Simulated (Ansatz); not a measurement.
C6H8 (`C=C1CCC1=C`) at its PBE0-D4/def2-TZVP geometry, where that method's forces vanish. Total charge 0; spin multiplicity 1.

```xyz
14

C    -0.8650    1.2555    1.3787
C    -0.4956    0.3249    0.5082
C    -1.1473   -0.9367   -0.0275
C     0.1176   -1.1715   -0.8990
C     0.7045    0.1028   -0.3203
C     1.8468    0.7547   -0.4954
H    -1.8243    1.2093    1.8818
H    -0.2184    2.0933    1.6157
H    -1.3356   -1.7057    0.7242
H    -2.0672   -0.7687   -0.5910
H     0.6765   -2.0784   -0.6602
H    -0.0562   -1.1438   -1.9765
H     2.0584    1.6737    0.0399
H     2.6057    0.3905   -1.1787
```

Problem. What forces (eV/Å) does B3LYP-D4/def2-TZVPP give on these atoms in Ansatz? (Estimate.)

Solution. The calculation gave: 
```
C1  -0.033  0.090  0.084
C2   0.007  0.118  0.080
C3  -0.308 -0.142  0.070
C4   0.130 -0.223 -0.231
C5   0.099  0.101  0.016
C6   0.109  0.064 -0.015
H7   0.066  0.017 -0.024
H8  -0.055 -0.048 -0.004
H9  -0.003  0.037 -0.045
H10  0.042 -0.020  0.035
H11 -0.032  0.042 -0.026
H12  0.013 -0.015  0.055
H13  0.003 -0.059 -0.043
H14 -0.039  0.037  0.048
```

B3LYP here is the variant with VWN-RPA as its local correlation; programs differ in this.
